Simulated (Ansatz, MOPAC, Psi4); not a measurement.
Gas-phase reaction in SMILES: C=CCC#N + 3 C (CH4) -> C#N (CHN) [formonitrile] + C=C (C2H4) + 2 CC (C2H6) [ethane]

Wanted: bond separation energy (enthalpy at 298 K), in kcal/mol. Terms: spin-orbit terms left out; six Cartesian d functions in 6-31G* and its kin unless marked 5d; non-relativistic; dispersion terms only where a functional's name holds one. Ab initio and DFT rows: single points at B3LYP-D3(BJ) geometries (Ansatz, a first-principles code), with unscaled harmonic terms from B3LYP/6-31G* (Ansatz) at its own minima. Semi-empirical rows: MOPAC heats of formation at their own minima for 298 K.

```csv
species,coefficient,"E at wB97X-D/6-31G* (Psi4), Eh","E at B3LYP/def2-TZVPD (Ansatz), Eh","H(298 K) - E, kcal/mol","heat of formation at AM1 (MOPAC), kcal/mol"
C=CCC#N,-1,-210.06557,-210.22916,53.87,37.95
C#N (CHN),+1,-93.38521,-93.46456,12.52,30.99
C (CH4),-3,-40.50183,-40.53767,30.76,-8.79
C=C (C2H4),+1,-78.55583,-78.62405,34.64,16.45
CC (C2H6),+2,-79.80199,-79.86423,49.98,-17.44
```

Measured values: Active Thermochemical Tables 1.112 (ions: stationary electron), as tabulated in the package chemicals; CRC Handbook, as tabulated in the package chemicals; they hold spin-orbit and core effects, anharmonicity and other conformers.  Value to compare with, the measured value: 18.7 kcal/mol. 1 Eh = 627.5095 kcal/mol.

Q: Compute it at each level from the table, and compare with the measured value.

A: 
- wB97X-D/6-31G*: the sum of coefficient times E is 0.02604 Eh, or 16.34 kcal/mol; the thermal terms add 0.97. Result: 17.3 kcal/mol. Its error against the measured value is -1.4 kcal/mol.
- B3LYP/def2-TZVPD: the sum of coefficient times E is 0.02510 Eh, or 15.75 kcal/mol; the thermal terms add 0.97. Result: 16.7 kcal/mol. Its error against the measured value is -2.0 kcal/mol.
- AM1: the sum of coefficient times heat of formation is 0.98 kcal/mol; it needs no thermal term. Its error against the measured value is -17.7 kcal/mol.
